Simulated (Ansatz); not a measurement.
We consider fcc Ir, described by HSE06 (plane waves, PAW; Ansatz, a first-principles code).

Numerical settings: plane-wave cutoff 460 eV, 14×14×14 k mesh, Fermi–Dirac smearing 0.05 eV, no spin polarisation, scalar-relativistic PAW data made under PBE.

A third-order Birch–Murnaghan fit to the energies gives V0 = 13.988 Å³/atom, B0 = 397 GPa, B′ = 5.1.

| V (Å³/atom) | P (GPa) |
|---|---|
| 13.258 | (withheld) |
| 13.607 | (withheld) |
| 13.956 | 0.92 |
| 14.216 | -6.17 |
| 14.654 | -16.42 |

**Question.** Estimate the withheld pressures from this fit; the answers are the runs' own values.

**Answer.** 
- 13.258, P (GPa): 24.37
- 13.607, P (GPa): 11.77

The formula P = (3/2) B0 (x^(7/3) − x^(5/3)) [1 + (3/4)(B′ − 4)(x^(2/3) − 1)] with x = V0/V meets the computed pressures within 0.03 GPa when these rounded values are put in.

Measured, for comparison: bulk modulus 365 GPa (corrected for temperature and zero-point phonon effects; as tabulated in Levämäki et al. (2014), arXiv:1402.3671); equilibrium volume per atom 14.06 Å³/atom (static lattice: zero-point anharmonic expansion removed; as tabulated in Mejia-Rodriguez and Trickey (2018), arXiv:1807.09216). Computed (rounded) less measured: bulk modulus +9 %, equilibrium volume per atom -0.5 %.

Spin–orbit coupling is not included.

The result took about 13 core-minutes (a rough figure).
